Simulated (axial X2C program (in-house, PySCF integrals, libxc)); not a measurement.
The numbers below are computed, except where a source is named.
OF: input and output

Program: an in-house all-electron X2C program for linear molecules (integrals from PySCF).

Input file and command:
```json
{"zs": [9, 8], "q": 0, "bas": ["dyall-av3z", "dyall-av3z"], "levels": ["PBE0", "HF", "r2SCAN0"], "cc": true, "r0": 1.27, "thr": -2.0, "nmax": 90, "npts": 10, "nst": 2, "ntry": 6}
```
```bash
python so2c.py task.json out
```

Keys: zs atomic numbers; q charge; bas basis sets; levels methods; cc coupled cluster on or off; r0 starting distance in Å; thr threshold in hartree for freezing inner shells (an s shell follows its p shell); nmax most natural virtual spinors; npts points on the curve; nst determinants followed; ntry starts of the search. HF also brings MP2.

Output of the PBE0 step, scalar-relativistic, at R = 1.330 Å for the state M_S = 1/2, Λ = 1. It starts from the PBE0 orbitals of the search at 1.330 Å.

```
spin-free X2C-1e  PBE0
basis functions 108  fitting functions 557  grid points 4349
iter        total energy     max residual
   1       -174.927750284     6.95e-05
   2       -174.927750320     3.65e-05
   3       -174.927750334     1.29e-05
   4       -174.927750334     2.21e-05
   5       -174.927750336     3.99e-06
converged
one-electron -299.31907250  Coulomb 114.46539841  exact exchange -4.52950409  xc functional -14.19175951  nuclear repulsion 28.64718736
```
Energies are in hartree; totals compare only within one Hamiltonian and basis.
